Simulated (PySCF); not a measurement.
Symmetry of computed structures. Level of theory: PBE0-D3(BJ)/def2-SVP geometry optimisation, gas phase (PySCF). The symmetry is that of the one conformer found, every atom within 0.08 Å of its image; none is proved a minimum here. The geometries of the anions come from a basis without diffuse functions.

Question: `[O-:1][As:2](=[S:3])([S-:4])[S-:5]` (charge -3): symmetry, top, dipole?

Answer: C3v; oblate symmetric top; symmetry number 3; 6 operations, which sort the 5 atoms into 3 sets; dipole about the centre of mass 0.97 D, along the axis; heavy atoms equivalent by symmetry: S3/S4/S5.

Question: `[F:1][C:2]([F:3])=[C:4]([F:5])[C@:6]12[CH2:7][CH2:8][C@H:9]([CH2:10]1)[CH2:11]2` with C2–C4–C6–C7 -1°: symmetry, top, dipole?

Answer: Cs; asymmetric top; symmetry number 1; 2 operations, which sort the 20 atoms into 15 sets; dipole 1.90 D, in the ab plane, which is the mirror; A, B, C = 2195, 785.2, 638.2 MHz.

Question: Point group, rotor type and polarity of `[BH2-:1][c:2]1[cH:3][cH:4][cH:5][cH:6][cH:7]1` (charge -1 and doublet state)?

Answer: C2v; asymmetric top; symmetry number 2; 4 operations, which sort the 14 atoms into 9 sets; dipole about the centre of mass 5.80 D, along a, the twofold axis; A, B, C = 5567, 2595, 1770 MHz; heavy atoms equivalent by symmetry: C3/C7, C4/C6.

Question: `C=S`: symmetry, top, dipole?

Answer: C2v; near-prolate asymmetric top; symmetry number 2; 4 operations, which sort the 4 atoms into 3 sets; dipole 1.68 D, along a, the twofold axis.

Question: Point group, rotor type and polarity of `ClC1=CON=C1`?

Answer: Cs; near-prolate asymmetric top; symmetry number 1; 2 operations, which sort the 8 atoms into 8 sets; dipole 1.72 D, in the ab plane, which is the mirror.

Question: What symmetry has `[O]=[V]=[O]` [radical]?

Answer: C2v; asymmetric top; symmetry number 2; 4 operations, which sort the 3 atoms into 2 sets; dipole 5.91 D, along b, the twofold axis.

For an open-shell metal species like this, the optimisation's SCF solution wasn't tested for stability and no frequencies at its level were run, so a lower state or another shape may exist.
